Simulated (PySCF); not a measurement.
Gas-phase reaction: H2CSiH2 + C5H8 (cyclic) → ethylsilane + 4 CH

Method: PySCF energies plus ideal-gas RRHO corrections (1 bar). † marks an energy on the PBE0/def2-TZVP geometry and frequencies; other levels use their own. Open shells (unrestricted): CH (multiplicity 2); the rest are closed-shell singlets. Spin-orbit splitting is ignored; it lowers the true energy and changes the entropy of CH. H2CSiH2: computed as isolated molecules; such fragments, hydroxides, amides, oligomers or adducts are transient or little studied in the gas. Warning, spin contamination: CH (M06-2X/def2-TZVP†, PBE/def2-SVP, PBE0/def2-TZVP, LDA/def2-TZVP†).

M06-2X/def2-TZVP† gives ΔH°(298 K) = 2130 kJ.

Q: What do PBE/def2-SVP, PBE0/def2-TZVP, LDA/def2-TZVP† give?

A: PBE/def2-SVP: 2281 kJ; PBE0/def2-TZVP: 2177 kJ; LDA/def2-TZVP†: 2554 kJ. For scale, ΔH°(298 K) is 2130 kJ at this level, 2120 kJ at ωB97M-V/def2-TZVP†, and runs from 2059 to 2554 kJ over the 13 levels computed.
